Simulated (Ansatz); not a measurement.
**C2H2N radical: one species, many methods**

Aim: compute C2H2N radical with functionals from several rungs and with coupled cluster, and see how far each lands from CCSD(T) at the basis-set limit for the atomisation energy.

Program: Ansatz 0.2.0, Gaussian basis. Level of theory: functionals in def2-TZVPP, the program's frozen cores in correlated methods. These are calculated values, not measurements.

The runs, in order: LDA (SPW92), PBE-D4, revPBE-D4, BLYP-D4, r2SCAN-D4, B97M-V, PBE0-D4, B3LYP-D4, r2SCANh-D4, r2SCAN0-D4, HSE06-D4, BHLYP-D4, CAM-B3LYP-D4, LC-ωPBE, ωB97X-V, ωB97M-V, B2PLYP, PBE-QIDH; CCSD(T)/def2-SVP; CCSD(T)/def2-TZVPP; MP2/def2-QZVPP; extrapolation to the limit; RPA on PBE.

### 1 The geometry

The geometry comes from an earlier relaxation with PBE0-D4 in a triple-zeta def2 set; it is a stationary point.

SMILES `[CH2]C#N`, 5 atoms, charge 0, spin multiplicity 2.

Atoms are counted from 1 here; the program's logs count them from 0.

Bond lengths: C1–C2 1.376 Å, C1–H4 1.081 Å, C1–H5 1.081 Å, C2–N3 1.165 Å. Angles: C2–C1–H4 120.0°, C2–C1–H5 120.0°, H4–C1–H5 119.9°, C1–C2–N3 180.0°.

### 2 LDA

This LDA is Slater exchange with PW92 correlation.

The input, in.yaml:

```yaml
crystal:
  periodic: [false, false, false]
  atoms:
    - {symbol: C, position_ang: [-0.303916, 0.342002, -0.317425]}
    - {symbol: C, position_ang: [0.458075, -0.524011, 0.433102]}
    - {symbol: N, position_ang: [1.103008, -1.256930, 1.068259]}
    - {symbol: H, position_ang: [-1.157112, -0.027098, -0.869588]}
    - {symbol: H, position_ang: [-0.050156, 1.392337, -0.355649]}
basis:
  gaussian: {orbitals: def2-TZVPP}
magnetization: {spin_polarized: true, initial_magnetization: 1}
hamiltonian: {xc: lda}
output: {orbitals: {seedname: orbitals}}
```

After this run come: PBE-D4 (GGA); revPBE-D4 (GGA); BLYP-D4 (GGA); r2SCAN-D4 (meta-GGA); B97M-V (meta-GGA); PBE0-D4 (hybrid); B3LYP-D4 (hybrid); r2SCANh-D4 (hybrid); r2SCAN0-D4 (hybrid); HSE06-D4 (hybrid); BHLYP-D4 (hybrid); CAM-B3LYP-D4 (range-separated); LC-ωPBE-D4 (range-separated); ωB97X-V (range-separated); ωB97M-V (range-separated); B2PLYP (double hybrid); PBE-QIDH (double hybrid); CCSD(T) in def2-SVP; CCSD(T) in def2-TZVPP; MP2 in def2-QZVPP; RPA on PBE orbitals.

Q: Predict the results of all the runs planned. Wanted: atomisation energy, CCSD(T)/CBS; farthest beyond LDA; mean size of error, GGA; mean size of error, meta-GGA; mean size of error, hybrid; mean size of error, range-separated; mean size of error, double hybrid; gap, smallest and largest; T1 diagnostic.

As calculated:

```
                               quantity                                     value
        atomisation energy, CCSD(T)/CBS                             2129.2 kJ/mol
 functionals within 10.6 kJ/mol (0.5 %)                      r2SCANh-D4, PBE-QIDH
                    farthest beyond LDA                    PBE-D4 (+124.7 kJ/mol)
                mean size of error, GGA                               84.5 kJ/mol
           mean size of error, meta-GGA                               31.5 kJ/mol
             mean size of error, hybrid                               38.9 kJ/mol
    mean size of error, range-separated                               25.4 kJ/mol
      mean size of error, double hybrid                                6.9 kJ/mol
              gap, smallest and largest  1.23 eV (LDA (SPW92)), 9.57 eV (LC-ωPBE)
                          T1 diagnostic                                    0.0348
triples share of the correlation energy                                     4.6 %
```

In words: The LDA atomisation energy is off by 364.5 kJ/mol (17 %): it overbinds. PBE-D4 misses by +124.7 kJ/mol. Double hybrids carry the basis error of their MP2 part in triple zeta, and no dispersion term here, so their miss is partly the set-up's. Taken by rung, double hybrid functionals do best (6.9 kJ/mol on average) and GGA ones worst beyond LDA (84.5 kJ/mol). Misses under about 10.6 kJ/mol are within the doubt on the reference itself, which lacks core-valence correlation, relativity and higher excitations. Hartree-Fock recovers 70 % of the binding; the rest is correlation. CCSD(T) in def2-SVP is off by -95.9 kJ/mol, more than most functionals: a good method in a small basis is no reference. The gap grows from 1.2 to 9.6 eV across the functionals, mostly with the share of exact exchange. The UHF reference is spin-contaminated (⟨S²⟩ = 0.93 against 0.75).
